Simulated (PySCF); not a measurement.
An unknown shows these calculated signals:

1H NMR (300 MHz, computed): δ 5.93 (br s, 1H), 2.74 (s, 1H).

13C{1H} NMR (computed): δ 155.1 (C), 83.5 (CH), 76.4 (C).

All values are calculated (PySCF 2.14.0 with density-fitted response routines): PBE0/pcSseg-1 with gauge-including orbitals, J: B3LYP/pcJ-1, PBE0-D3(BJ)/def2-SVP geometry. Non-relativistic Hamiltonian, gas phase, one computed conformer.

References, each an isolated molecule treated in the same way: 1H (31.27 ppm) and 13C (184.41 ppm) vs TMS.

Which of these does the molecule contain: a benzene ring, a tert-butyl group, a methoxy group, a C≡C triple bond, an OH group, a carboxylic acid?

Answers


- A benzene ring: no.
- A tert-butyl group: no.
- A methoxy group: no.
- A C≡C triple bond: yes (δC 83.5, 76.4; δH 2.74 (s)).
- An OH group: yes (δH 5.93 (br s)).
- A carboxylic acid: yes (δC 155.1; δH 5.93 (br s)).

The data belong to propiolic acid (SMILES C(C#C)(=O)O); they needn't prove each group on their own.

Carbon signals by region: 1 in the sp2 and nitrile region (100–160 ppm), 2 at 50–100 ppm.

The OH or NH signal is concentration- and solvent-dependent in practice; the value given is the gas-phase one. Shifts are as computed. Against solution values, carbons near 30 ppm lie about +2 ppm off and those near 130 ppm about +5 ppm. Of 1211 compounds with measured shifts, 218 miss one by over three times the rms of a fit or turn the order of signals round; such compounds aren't used in these exercises. The C=O carbon of an acid or of an amide with N–H lies up to 10 ppm further downfield in solution, through hydrogen bonding that the calculation lacks.
